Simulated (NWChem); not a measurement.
## What SiH2ClO (SMILES O[SiH]Cl) costs in NWChem

SiH2ClO: 5 atoms, total charge 0, spin state doublet. SMILES: `O[SiH]Cl`. Geometry: relaxed at PBE0-D4/def2-TZVP. This is one conformer, not always the lowest.

```xyz
5

O    -0.8061   -0.4320   -0.7465
Si   -0.0923    0.4798    0.4140
Cl    1.6066   -0.4408    1.1436
H    -1.0241   -1.3432   -0.5400
H     0.3160    1.7363   -0.2711
```

Program: NWChem 7.3.0. Hardware: 1 thread of AMD EPYC 7R13 (Zen 3), shared host, so times are rough. Two-electron integrals are exact unless an approximation is named.

Problem. Estimate their order by wall time, quickest first.
A. energy at UB3LYP/6-311++G(2d,2p), grid fine
B. energy at UB3LYP/6-31G* (spherical functions), grid fine
C. energy at UB3LYP/6-311++G(3df,3pd), grid fine

Solution. B (9 s), A (26 s), C (67 s).
